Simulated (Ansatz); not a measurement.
# C₃H₄N₂: how energies converge with the basis set

One table from this session's results is given with a row withheld; the runs are named, their logs left out.

Method: one geometry, several basis sets; program: Ansatz 0.2.0, Gaussian basis.

Levels to be run: PBE0-D4/def2-SVP; ωB97M-V/def2-SVP; PBE0-D4/def2-QZVPP; ωB97M-V/def2-QZVPP; the functionals' def2-TZVPP values are taken from earlier runs.

**The geometry**

An earlier PBE0-D4 in a triple-zeta def2 set relaxation fixed the geometry.

SMILES `C=C(N)C#N`, 9 atoms, charge 0, spin multiplicity 1.

Atoms are counted from 1 here; the program's logs count them from 0.

Bond lengths: C1–C2 1.338 Å, C1–H6 1.079 Å, C1–H7 1.083 Å, C2–N3 1.384 Å, C2–C4 1.436 Å, N3–H8 1.007 Å, N3–H9 1.007 Å, C4–N5 1.151 Å. Angles: C2–C1–H6 120.3°, C2–C1–H7 121.1°, H6–C1–H7 118.5°, C1–C2–N3 126.6°, C1–C2–C4 119.2°, N3–C2–C4 114.2°, C2–N3–H8 115.8°, C2–N3–H9 115.1°, H8–N3–H9 113.3°, C2–C4–N5 178.5°.

The first run:

Input file in.yaml:

```yaml
crystal:
  periodic: [false, false, false]
  atoms:
    - {symbol: C, position_ang: [0.707689, 1.086864, -0.244584]}
    - {symbol: C, position_ang: [-0.023189, -0.021399, -0.080194]}
    - {symbol: N, position_ang: [0.320532, -1.131281, 0.671044]}
    - {symbol: C, position_ang: [-1.269557, -0.148259, -0.781036]}
    - {symbol: N, position_ang: [-2.280636, -0.263748, -1.318531]}
    - {symbol: H, position_ang: [0.376352, 1.863718, -0.916504]}
    - {symbol: H, position_ang: [1.648931, 1.219054, 0.274597]}
    - {symbol: H, position_ang: [-0.448215, -1.669121, 1.036080]}
    - {symbol: H, position_ang: [1.056494, -0.982128, 1.342029]}
basis:
  gaussian: {orbitals: def2-SVP}
hamiltonian: {xc: pbe0, dispersion: d4}
output: {orbitals: {seedname: orbitals}}
```

Command:

```console
ansatz run in.yaml --threads 2 --pin off --events-out ev --progress --plain --max-ram 4352MiB
```

Steps of the session up to this table: PBE0-D4 in def2-SVP; ωB97M-V in def2-SVP; PBE0-D4 in def2-QZVPP; ωB97M-V in def2-QZVPP.

One table of the session follows, with a row left open; its other results are not shown here.

It belongs to the step «Functionals by basis». 

```
functional       basis  HOMO (eV)
   PBE0-D4    def2-SVP      -6.77
   PBE0-D4  def2-TZVPP      -6.96
   PBE0-D4  def2-QZVPP      -7.00
   ωB97M-V    def2-SVP          ?
   ωB97M-V  def2-TZVPP      -9.14
   ωB97M-V  def2-QZVPP      -9.17
```

**Question.** Estimate the row for ωB97M-V, def2-SVP.

The run gave: HOMO (eV): -8.93. In the column «HOMO (eV)» it lies between ωB97M-V, def2-TZVPP (-9.14) and PBE0-D4, def2-QZVPP (-7.00).
